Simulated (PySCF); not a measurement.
Species: C4H3F2 (doublet state).
Cartesian coordinates in Å at the GFN2-xTB level; atoms count from 1:
```xyz
9
C4H3F2 angstrom
C     -1.7205    0.4756   -0.6707
C     -0.6035   -0.0535   -0.3148
C      0.5640   -0.6048    0.0637
F      0.8472   -1.8600   -0.3772
C      1.5380   -0.0429    0.8628
F      1.3806    1.1905    1.3601
H     -2.6258    0.3635   -0.0874
H     -1.8223    1.0676   -1.5715
H      2.4559   -0.5301    1.1370
```

The hyperfine couplings belong to this conformer and change with its torsions.

The species is `C=[C]/C(F)=C\F` [radical].

Computed, not measured: UKS B3LYP, pcH-1 on C F H, non-relativistic, mean-field spin-orbit, GIAO (PySCF). Geometry: GFN2-xTB; no solvent, vibrations or thermal averaging. A GFN2-xTB geometry isn't a minimum of the functional, and hyperfine couplings can be far from their values at a DFT geometry. No stability test was run, so a lower SCF solution isn't excluded. ⟨S²⟩ is 0.777 where a pure state has 0.75.

**Question.** Match the computed a_iso(13C) values +68.2, -60.6, +51.2, -40.5 MHz with the sites C1; C2; C3; C5.

**Answer.** 
```tsv
site	a_iso (MHz)	ρ(0) (bohr⁻³)	position	distance from C5 (Å)	spin population	largest |T| (MHz)
C1	-40.5	-0.0360	1 bond from C2	3.64	-0.11	9.8
C2	+51.2	+0.0456	a main spin site	2.44	+0.59	92.2
C3	-60.6	-0.0539	1 bond from C2	1.38	-0.22	30.9
C5	+68.2	+0.0606	largest spin population	0.00	+0.64	116.7
```

**Question.** The isotropic 19F couplings are +100.2, -23.9 MHz. Assign them to F4; F6.

**Answer.** 
```
site  a_iso (MHz)  ρ(0) (bohr⁻³)         position  distance from C5 (Å)  bound to  spin population there  largest |T| (MHz)
  F4        -23.9        -0.0057  2 bonds from C5                  2.31        C3                  -0.22               75.4
  F6       +100.2        +0.0238   1 bond from C5                  1.34        C5                  +0.64              337.3
```

**Question.** Match the computed a_iso(1H) values +111.5, -49.1 MHz (means over equivalent nuclei) with the sites H7/H8; H9.

**Answer.** 
```
 site  a_iso (MHz)  ρ(0) (bohr⁻³)                                         position  distance from C5 (Å)  bound to  spin population there  largest |T| (MHz)
H7/H8       +111.5        +0.0249  2 bonds from C2, on C1 of spin population -0.11                  4.29        C1                  -0.11                5.3
   H9        -49.1        -0.0110                                   1 bond from C5                  1.07        C5                  +0.64               28.5
```

ρ(0) is the spin density at the nucleus and T the dipolar tensor; entries for several nuclei are means. The largest Mulliken spin populations are on C5 (+0.64), C2 (+0.59), C3 (-0.22) and C1 (-0.11). The positive populations add up to 1.37 and the negative ones to -0.37, together 2S = 1. The angles at C5 add up to 360.0°, so it is planar; its axial dipolar tensor and the negative coupling of its proton fit spin in a p orbital normal to that plane. Main spin sites, with 60 % or more of the largest population: C2, C5; positions count bonds from the nearest.

Means are taken over nuclei equivalent by connectivity, which assumes that they swap fast.

C2, the radical centre as drawn in `C=[C]/C(F)=C\F`, holds a spin population of +0.59 out of 1.
